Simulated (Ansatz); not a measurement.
**F–Ga–GaH, singlet: vertical spin and charge gaps**

Geometry (PBE0/def2-TZVP stationary point for this spin, not checked as a minimum):

```yaml
atoms:
  - { symbol: F, position_ang: [0.0000, 0.5318, 2.5899] }
  - { symbol: Ga, position_ang: [0.0000, -0.2452, 0.9952] }
  - { symbol: Ga, position_ang: [0.0000, 0.0811, -1.6949] }
  - { symbol: H, position_ang: [0.0000, 1.3273, -0.4184] }
```

Basis cc-pVDZ; Ansatz 0.2.0. Only valence electrons are correlated (noble-gas cores and the filled d shells of p-block atoms frozen). R marks a restricted (for open shells ROHF) determinant, U an unrestricted one. No spin–orbit coupling is included, and no scalar relativity.

Gaps are energies of the second state less the first, at fixed atoms, for a selection of the levels run; each method lands on the state that its own search finds for that charge and spin.

Triplet less singlet: 2.120 eV at UCCSDT(Q).

```csv
level,gap (eV),error (meV)
UMP2,2.125,5
UCCSD,2.191,71
UCCSD(T),2.167,47
BCCD(T),2.166,46
UCCSDT,2.131,11
PBE,2.053,-67
r2SCAN,1.958,-162
wB97M-V,2.401,281
B2PLYP,2.257,137
RPA-PBE,2.166,46
```

In so small a basis the reference is far from its limit while semilocal and hybrid functionals are nearer theirs (RPA and double hybrids share part of the reference's basis error), so the functionals' errors here hold much of the reference's basis and frozen-core error, which can add to them or hide them.

Full CI isn't at hand for all of this; UCCSDT(Q) serves as the reference, and is uncertain by the last step of the cluster series or more. The frozen core follows each run's orbitals, which can shift R against U totals by a few meV for light atoms and by up to 0.1 eV past Ca.
